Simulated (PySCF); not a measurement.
# Basis-set dependence of population analyses: trans-2,3-epoxybutane

trans-2,3-epoxybutane, C4H8O.
Structure used (PBE0-D3(BJ)/def2-SVP), in Å, numbered top down from 1:
```xyz
13
C4H8O angstrom
C      1.8932    0.3925    0.4474
C      0.6452   -0.4104    0.2357
O      0.2931   -0.6968   -1.1044
C     -0.5685    0.1481   -0.3663
C     -1.9399   -0.3806   -0.0714
H      1.9304    0.7975    1.4707
H      1.9411    1.2274   -0.2668
H      2.7868   -0.2338    0.2979
H      0.5108   -1.2608    0.9228
H     -0.5273    1.2046   -0.6751
H     -1.8884   -1.4304    0.2524
H     -2.5736   -0.3331   -0.9709
H     -2.4273    0.2116    0.7187
```

PBE0 throughout (PySCF), one geometry, spherical d and f functions. Isolated species at its PBE0-D3(BJ)/def2-SVP geometry, gas phase. Atoms taken as equivalent share a column and are averaged.

Mulliken charges (e):

| basis | functions | C1/C5 | C2/C4 | O3 | H6 (×6) | H9/H10 |
| --- | --- | --- | --- | --- | --- | --- |
| pcSseg-0 | 61 | -0.635 | -0.015 | -0.611 | +0.240 | +0.234 |
| cc-pVDZ | 110 | -0.023 | -0.007 | -0.276 | +0.050 | +0.020 |
| aug-cc-pVDZ | 187 | +0.185 | +0.871 | -0.704 | -0.053 | -0.544 |
| IGLO-III | 255 | -0.403 | +0.107 | -0.285 | +0.119 | +0.083 |
| cc-pVTZ | 262 | -0.272 | +0.045 | -0.290 | +0.098 | +0.077 |

IAO charges (e):

```csv
basis,functions,C1/C5,C2/C4,O3,H6 (×6),H9/H10
pcSseg-0,61,-0.439,+0.041,-0.398,+0.153,+0.138
cc-pVDZ,110,-0.426,+0.067,-0.406,+0.146,+0.126
aug-cc-pVDZ,187,-0.436,+0.069,-0.429,+0.150,+0.132
IGLO-III,255,-0.439,+0.069,-0.431,+0.151,+0.133
cc-pVTZ,262,-0.439,+0.069,-0.425,+0.151,+0.131
```

Hirshfeld charges (e):

```json
{"basis": "pcSseg-0", "functions": "61", "C1/C5": "-0.105", "C2/C4": "+0.031", "O3": "-0.183", "H6 (×6)": "+0.042", "H9/H10": "+0.038"}
{"basis": "cc-pVDZ", "functions": "110", "C1/C5": "-0.113", "C2/C4": "+0.022", "O3": "-0.160", "H6 (×6)": "+0.044", "H9/H10": "+0.039"}
{"basis": "aug-cc-pVDZ", "functions": "187", "C1/C5": "-0.125", "C2/C4": "+0.014", "O3": "-0.170", "H6 (×6)": "+0.049", "H9/H10": "+0.048"}
{"basis": "IGLO-III", "functions": "255", "C1/C5": "-0.124", "C2/C4": "+0.015", "O3": "-0.171", "H6 (×6)": "+0.049", "H9/H10": "+0.048"}
{"basis": "cc-pVTZ", "functions": "262", "C1/C5": "-0.122", "C2/C4": "+0.018", "O3": "-0.166", "H6 (×6)": "+0.047", "H9/H10": "+0.045"}
```

ESP-fitted charges (e):

```csv
basis,functions,C1/C5,C2/C4,O3,H6 (×6),H9/H10
pcSseg-0,61,-0.703,+0.209,-0.411,+0.197,+0.108
cc-pVDZ,110,-0.517,+0.158,-0.314,+0.146,+0.078
aug-cc-pVDZ,187,-0.604,+0.183,-0.341,+0.168,+0.086
IGLO-III,255,-0.599,+0.183,-0.341,+0.167,+0.085
cc-pVTZ,262,-0.593,+0.175,-0.324,+0.165,+0.084
```

Some averages cover members that differ in this geometry, most widely: H6 (×6), Mulliken in aug-cc-pVDZ -0.122 to -0.014; H6 (×6), ESP-fitted in pcSseg-0 +0.169 to +0.225; H6 (×6), ESP-fitted in aug-cc-pVDZ +0.143 to +0.197; H6 (×6), ESP-fitted in IGLO-III +0.143 to +0.196 e.

Which scheme is steadiest as the basis changes?

Largest range over the bases for any column: Hirshfeld 0.02 e, IAO 0.03 e, ESP-fitted 0.19 e, Mulliken 0.89 e. Hirshfeld and IAO charges move least and Mulliken charges most, counted in e.

How much do the charges still move between the two largest bases, IGLO-III and cc-pVTZ?

At most, over all atoms: Mulliken 0.131 e, IAO 0.006 e, Hirshfeld 0.004 e, ESP-fitted 0.017 e.

What do the same runs give for the total energy, the frontier levels and the dipole moment?

```json
{"basis": "pcSseg-0", "energy (Eh)": "-231.5976", "HOMO (eV)": "-7.62", "LUMO (eV)": "2.60", "μ (D)": "2.36"}
{"basis": "cc-pVDZ", "energy (Eh)": "-232.1698", "HOMO (eV)": "-7.44", "LUMO (eV)": "2.27", "μ (D)": "1.78"}
{"basis": "aug-cc-pVDZ", "energy (Eh)": "-232.1866", "HOMO (eV)": "-7.69", "LUMO (eV)": "0.03", "μ (D)": "1.90"}
{"basis": "IGLO-III", "energy (Eh)": "-232.2508", "HOMO (eV)": "-7.70", "LUMO (eV)": "1.01", "μ (D)": "1.90"}
{"basis": "cc-pVTZ", "energy (Eh)": "-232.2400", "HOMO (eV)": "-7.65", "LUMO (eV)": "1.49", "μ (D)": "1.82"}
```

The dipole is fixed by the density alone, so its range of 0.58 D shows that the density itself changes with the basis, not only its division among atoms.
